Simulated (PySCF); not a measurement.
Molecule: SMILES [SiH3]O[SiH3], H6OSi2.

Geometry:
```json
{"atom": "Si1", "x (Å)": "1.560", "y (Å)": "-0.301", "z (Å)": "0.058"}
{"atom": "O2", "x (Å)": "0.003", "y (Å)": "-0.094", "z (Å)": "-0.467"}
{"atom": "Si3", "x (Å)": "-1.554", "y (Å)": "0.291", "z (Å)": "-0.055"}
{"atom": "H4", "x (Å)": "2.288", "y (Å)": "-1.145", "z (Å)": "-0.930"}
{"atom": "H5", "x (Å)": "2.245", "y (Å)": "1.021", "z (Å)": "0.180"}
{"atom": "H6", "x (Å)": "1.570", "y (Å)": "-0.975", "z (Å)": "1.393"}
{"atom": "H7", "x (Å)": "-1.943", "y (Å)": "-0.411", "z (Å)": "1.207"}
{"atom": "H8", "x (Å)": "-2.456", "y (Å)": "-0.137", "z (Å)": "-1.161"}
{"atom": "H9", "x (Å)": "-1.687", "y (Å)": "1.764", "z (Å)": "0.152"}
```

Geometry PBE0-D3(BJ)/def2-SVP throughout; GIAO in PySCF 2.14.0 with density-fitted response routines, gas phase, one conformer, non-relativistic; equivalent atoms averaged; basis pcSseg-2.

For orientation, mPW1PW91 gives these shifts δ (against TMS, H2O at the same level): Si1/Si3 -39.6, O2 2.8, H4/H5/H6/H7/H8/H9 5.02 ppm.

A run gave: Si1/Si3 -49.8, O2 0.3, H4/H5/H6/H7/H8/H9 4.32 ppm (shifts δ (against TMS, H2O at the same level)).

**Question.** Which functional was used in that run?
A. wB97X-D
B. LC-wPBE
C. B3LYP
D. HF
E. WP04

**Answer.** E. H4/H5/H6/H7/H8/H9 tells them apart best: WP04 gives 4.32, wB97X-D gives 4.99, LC-wPBE gives 4.92, HF gives 4.55, B3LYP gives 5.00 ppm.
